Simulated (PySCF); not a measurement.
**The bond of ClF, level by level**

One job finds the state of ClF, follows it along the bond with each method and fits the curves.

Method: Cl STO-3G, F STO-3G, no relativity; program: PySCF 2.14.0.

## (1) The job

A driver script around PySCF takes these settings:

| Quantity | Value |
| --- | --- |
| atoms | Cl, F |
| charge | 0 |
| basis | Cl STO-3G, F STO-3G |
| Hamiltonian | no relativity |
| basis functions | 14 |
| electrons treated | 26 |
| masses in u | 34.9689, 18.9984 |
| levels | PBE0, PBE, r²SCAN, TPSS, BLYP, r²SCANh, HF, MP2, SCS-MP2, CCSD, CCSD(T) |
| grid | 80 radial by 434 angular points |
| occupations | held fixed by the projection of orbital angular momentum |
| dissociation limit | Cl + F, each in its ground configuration |
| starting distance in angstrom | 1.585 |
| values of 2S to try | 0, 2 |

On the command line:

```sh
> OMP_NUM_THREADS=1 python dia.py task.json out
```

After this run come: The PBE0 curve of the state that the search chose; PBE; r²SCAN (meta-GGA); TPSS; BLYP (GGA); r²SCANh (hybrid meta-GGA); RHF (mean field); Correlated methods on the Hartree–Fock reference.

**Question.** What will these runs give? Wanted: for each run, Re; ωe; De; μ.

**Answer**, as computed:

Lowest PBE0 solution found, without spin–orbit coupling: ¹Σ⁺ (singlet), closed shell. The other levels ran on it alone.

| level | Re (Å) | ωe (cm⁻¹) | De (eV) | μ (D) |
| --- | --- | --- | --- | --- |
| RHF | 1.678 | 1033 | 0.099 | 0.57 |
| RHF-MP2 | 1.719 | 908 | n/a | n/a |
| RHF-SCS-MP2 | 1.729 | 877 | n/a | n/a |
| RHF-CCSD | 1.769 | 755 | n/a | n/a |
| RHF-CCSD(T) | 1.769 | 755 | n/a | n/a |
| PBE | 1.757 | 841 | 3.25 | 0.58 |
| BLYP | 1.769 | 823 | 3.17 | 0.57 |
| TPSS | 1.756 | 846 | 3.01 | 0.60 |
| r²SCAN | 1.745 | 866 | 2.72 | 0.55 |
| r²SCANh | 1.735 | 889 | 2.51 | 0.55 |
| PBE0 | 1.727 | 906 | 2.58 | 0.58 |

De is counted to Cl + F in their ground configurations. A positive dipole means Cl(−)F(+).

In words: Bond lengths run from 1.678 Å (RHF) to 1.769 Å (BLYP). CCSD(T) can't serve as the judge here: for a weak bond in this basis it is far from its limit. Among the levels with a De in the table, it runs from 0.099 eV (RHF) to 3.25 eV (PBE).

Correlated steps freeze 6 core orbitals. The basis is very small, so these numbers show the basis as much as the molecule.
